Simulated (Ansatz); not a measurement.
A nudged elastic band was laid between two geometries of CH3SSi (6 atoms, charge 0, multiplicity 2).

Theory: UKS B3LYP/def2-SVP in Ansatz 0.2.0.

```
movable images  : 9
climbing image  : yes
spring          : 5.0 eV/Å²
optimiser       : quadratic models (default)
start path      : IDPP
force threshold : 0.05 eV/Å
iteration limit : 26
end points      : relaxed
```

First end point:

```xyz
6
Properties=species:S:1:pos:R:3
C -1.020 -0.594 -0.832
Si -0.078 0.609 -0.151
S 1.494 0.372 1.285
H -1.556 -1.461 -1.196
H -0.212 2.049 -0.462
H 1.373 -0.975 1.355
```

Last end point:

```xyz
6
Properties=species:S:1:pos:R:3
C -1.181 -0.702 -0.987
Si -0.106 0.245 -0.124
S 1.459 -0.538 1.115
H -1.806 -1.404 -1.523
H -0.126 1.726 -0.121
H 1.761 0.673 1.640
```

(1) Which bonds break or form, and what moves?

(2) What energy profile does the band end with?

(3) What is the geometry of the highest image?

(4) What are the harmonic wavenumbers there?

The band took 6 iterations and of the order of 6 core-minutes.

## Answers

(1) No bond is made or broken. The dihedral C1–Si2–S3–H6 goes from 0 to -171°.

(2) The forces met the threshold. The highest image is number 5 of 0 to 10, 0.089 eV above the first end and 0.051 eV above the last; the last end lies 0.038 eV above the first. A vibrational analysis at the climbing image gives one clearly imaginary mode, 172i cm⁻¹: a first-order saddle point.

```csv
image,path coordinate (Å),energy (eV),dihedral C1–Si2–S3–H6 (°)
0,0.00,0.000,0
1,0.25,0.010,-19
2,0.50,0.035,-38
3,0.75,0.063,-55
4,1.00,0.083,-70
5,1.25,0.089,-85
6,1.56,0.082,-102
7,1.86,0.066,-119
8,2.17,0.050,-136
9,2.47,0.041,-153
10,2.78,0.038,-171
```

(3) 
```xyz
6
Properties=species:S:1:pos:R:3
C -0.796 -0.514 -1.216
Si -0.129 0.515 -0.072
S 1.684 0.084 1.013
H -1.130 -1.287 -1.897
H -0.697 1.853 0.200
H 1.068 -0.651 1.972
```

(4) 172i, 216, 240, 266, 496, 619, 729, 803, 1076, 2275, 2654, 3338 cm⁻¹.

The run took 5.7 min on 1 thread of Arm Neoverse N1 (shared host), peak memory 0.15 GiB.
